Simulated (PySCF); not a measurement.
Molecule: `C(C(C=C)=O)#N`, C4H3NO.

Atoms are numbered as in `[CH2:1]=[CH:2][C:3](=[O:4])[C:5]#[N:6]`. Hydrogens are named by the atom that carries them. Ha(C1) is cis to C3; Hb(C1) is trans to C3.

Geometry PBE0-D3(BJ)/def2-SVP throughout; GIAO in PySCF 2.14, gas phase, one conformer, non-relativistic; equivalent atoms averaged; basis pcSseg-2.

For orientation, BP86 gives these absolute shieldings σ: C3 7.7, C1 34.1, C2 35.1, C5 59.0, O4 -314.0, N6 -44.9, Ha(C1) 24.16, H(C2) 24.33, Hb(C1) 25.07 ppm.

A run gave: C3 -1.8, C1 24.1, C2 29.4, C5 53.4, O4 -307.6, N6 -54.8, Ha(C1) 24.66, H(C2) 25.02, Hb(C1) 25.52 ppm (absolute shieldings σ).

Task: Which functional was used in that run?
A. KT2
B. PBE
C. B3LYP
D. mPW1PW91
E. WP04

Result: E. C1 tells them apart best: WP04 gives 24.1, KT2 gives 46.6, PBE gives 34.0, B3LYP gives 31.7, mPW1PW91 gives 34.6 ppm.
